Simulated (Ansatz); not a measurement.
## Ta2O5 (Pmmm)

These are results of Ansatz, DFT r2SCAN, scalar-relativistic, plane waves, PAW, not measurements.

Plane waves to 500 eV, a k mesh through Γ of 8×8×4 on the computed 7-atom cell and Gaussian smearing (0.02 eV); no spin polarisation.

The structure is relaxed at this level of theory with its symmetry kept. Whether it is the stable form of this composition wasn't checked.

```cif
data_structure
_symmetry_space_group_name_H-M 'Pmmm'
_symmetry_Int_Tables_number 47
_cell_length_a 3.6657
_cell_length_b 3.8574
_cell_length_c 6.4567
_cell_angle_alpha 90.000
_cell_angle_beta 90.000
_cell_angle_gamma 90.000
_cell_volume 91.30
loop_
_atom_site_label
_atom_site_type_symbol
_atom_site_symmetry_multiplicity
_atom_site_Wyckoff_symbol
_atom_site_fract_x
_atom_site_fract_y
_atom_site_fract_z
_atom_site_occupancy
Ta1 Ta 1 d 0.50000 0.00000 0.50000 1
Ta2 Ta 1 a 0.00000 0.00000 0.00000 1
O1 O 2 q 0.00000 0.00000 0.32033 1
O2 O 1 h 0.50000 0.50000 0.50000 1
O3 O 1 b 0.50000 0.00000 0.00000 1
O4 O 1 e 0.00000 0.50000 0.00000 1
```

| Item | Value |
| --- | --- |
| Space group | Pmmm (No. 47) |
| Volume per atom | 13.04 Å³ |
| Formation energy from the elements' standard states (uncorrected) | -2.750 eV/atom |
| Generalised Kohn–Sham band gap | 0.64 eV, indirect from R to X |
| Löwdin character of the top 1 eV of the valence band | O 2p 97 % |
| Löwdin character of the lowest 1 eV of the conduction band | Ta 5d 83 %, O 2p 9 % |
| Electron masses at the edge by Cartesian direction of the standard setting (m_e; degenerate bands sorted by energy; no spin-orbit coupling) | x: 1.0; y: 0.25; z: 8.2 |
| Hole masses at the edge by Cartesian direction of the standard setting (m_e; degenerate bands sorted by energy; no spin-orbit coupling) | x: 1.4; y: 1.0; z: over 30 |
| Bulk modulus | 213 GPa |
| Its pressure derivative | 4.6 |
| Bader charges (e) | Ta (1 in the cell) 3.07, Ta (1 in the cell) 3.09, O (2 in the cell) -1.26, O (1 in the cell) -1.16, O (1 in the cell) -1.25, O (1 in the cell) -1.23 |

Spin-orbit coupling is left out, which matters for the bands of heavy elements.

Cost: 8 runs of about 15 core-minutes in all, on Intel Xeon Platinum 8259CL (Skylake/Cascade Lake) (shared hosts).